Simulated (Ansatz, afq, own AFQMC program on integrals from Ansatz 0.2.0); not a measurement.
## BSiH, singlet in 6-31G, levels against full CI

```xyz
3

Si    0.0000    0.0000    0.7540
B     0.0000    0.0000   -3.0240
H     0.0000    0.0000    2.2699
```

Connectivity, by distances: SiH ··· B.

Basis 6-31G. Noble-gas cores (and the filled d shells of Ga–Kr and In–Xe) are frozen. Integrals, coupled cluster, full CI and functionals: Ansatz 0.2.0; the random walks run on the same integrals in our own AFQMC program. ph-AFQMC/CISD is guided by a CISD state made of CCSD amplitudes; releasing the constraint for a short imaginary time cuts its bias at the price of noise, slowly where states lie close. ± is one standard error of the sampling.

Determinant: RHF, the one that the program's search chose, which needn't be the lowest solution. The geometry is a point of a scan.

Full CI on the same integrals is exact in this basis and with this determinant's frozen core.

Cautions: higher spins were not checked; restricted determinant unstable towards unrestricted (UHF 2.96 eV lower, ⟨S²⟩ 1.00); strong correlation (T1 0.092, weight of the determinant 0.53, largest double 0.86); (T) is large, 7 % of the CCSD correlation; the CCSD(T) amplitudes may be one of several solutions (largest double 0.86); the CCSDT(Q) amplitudes may be one of several solutions (largest double 0.90); CCSDTQ is in doubt: among natural orbitals it converges to other amplitudes; the released energies are still falling, so no released level is given (meV from the phaseless value at times in 1/Eh: -8 ± 9 at 0.24, -22 ± 8 at 0.51, -36 ± 9 at 0.99, -60 ± 9 at 1.62, -84 ± 8 at 2.40); the determinant fills πx and πy unequally, so it mixes two states of the linear molecule, and each level undoes that mixture to a different degree, while full CI gives the lower state, and by Hund's rule a triplet of that filling probably lies lower still; CCSDT(Q) on the UHF determinant differs (24 meV lower), perhaps since the unrestricted series falls towards higher spin.

The T1 diagnostic is 0.0921 and the weight of the determinant in the CISD state is 0.527. The size of the correlated space is 8 electrons in 18 orbitals.

| level | correlation energy (eV) |
| --- | --- |
| MP2 | -3.2758 |
| CCSD | -5.1608 |
| CCSD(T) | -5.5235 |

Question: Estimate where phaseless AFQMC with the Hartree–Fock trial lies against CCSD(T) on the same integrals.

Answer: 51.78 ± 1.44 mEh above CCSD(T).

Reference: full CI, correlation energy -5.373 eV. The cautions show a poor starting determinant, so the rows tell how each method copes with it here, and full CI is the sure value.

```csv
level,E − E(reference) (mEh),share of correlation (%)
CCSD(T),-5.53,102.80
CCSDT,0.66,99.67
CCSDT(Q),0.37,99.81
CCSDTQ,0.07,99.96
ph-AFQMC/HF,46.25 ± 1.44,76.58
ph-AFQMC/CISD,6.49 ± 0.30,96.71
```

CCSDT and higher add their correlation energy to the determinant of the CCSD(T) run, since their own runs factorise the integrals more tightly (a shift of under 2 meV).
